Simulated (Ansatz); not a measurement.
Geometry optimisation, Ansatz 0.2.0, UKS BHLYP/def2-SVP.

The input (input.yaml):

```yaml
crystal:
  periodic: [false, false, false]
  atoms:
    - { symbol: B, position_ang: [-0.021767, -0.1589, -0.33831] }
    - { symbol: H, position_ang: [0.100474, -0.844985, 1.945227] }
    - { symbol: H, position_ang: [1.034755, 0.398365, -0.324749] }
    - { symbol: H, position_ang: [-1.120506, 0.308713, -0.353651] }
    - { symbol: C, position_ang: [0.021365, -0.104152, 2.756241] }
    - { symbol: H, position_ang: [-0.634324, -0.506446, 3.530564] }
    - { symbol: H, position_ang: [1.015125, 0.075542, 3.168884] }
    - { symbol: H, position_ang: [-0.395021, 0.831764, 2.377293] }
magnetization:
  spin_polarized: true
  initial_magnetization: 1
basis:
  gaussian: { orbitals: def2-SVP }
hamiltonian:
  xc: { name: BHLYP }
relax:
  f_tol: 0.03
  max_steps: 50
output:
  orbitals: {}
```

Launched with:

```bash
$ ansatz run input.yaml --threads 1 --pin off --max-ram 2048MiB --backend cpu --events-out ev --progress --plain --runs-dir out
```

**Question.** Where does it end, and by what steps?

**Answer.** It converged. The force dipped under the threshold on the way, but the program's further checks kept it going. After 7 steps the energy has fallen by 0.002 eV; H8 moved furthest, 0.15 Å.

| step | energy less start (eV) | largest force component (eV/Å) | accepted |
| --- | --- | --- | --- |
| 0 | 0.0000 | 0.152 | yes |
| 1 | -0.0009 | 0.043 | yes |
| 2 | -0.0011 | 0.007 | yes |
| 3 | -0.0013 | 0.029 | yes |
| 4 | -0.0007 | 0.132 | no |
| 5 | -0.0016 | 0.030 | yes |
| 6 | -0.0017 | 0.043 | yes |
| 7 | -0.0018 | 0.025 | yes |

```xyz
8
Properties=species:S:1:pos:R:3
B -0.019 -0.147 -0.336
H 0.129 -0.877 1.971
H 0.983 0.503 -0.322
H -1.156 0.218 -0.330
C 0.038 -0.112 2.749
H -0.714 -0.434 3.471
H 1.004 0.006 3.244
H -0.265 0.843 2.313
```

Whether the end is a true minimum wasn't checked by a vibrational analysis.

The run took 20 s on 1 thread of Intel(R) Xeon(R) Platinum 8259CL CPU @ 2.50GHz (Skylake/Cascade Lake) (shared host), peak memory 0.14 GiB.
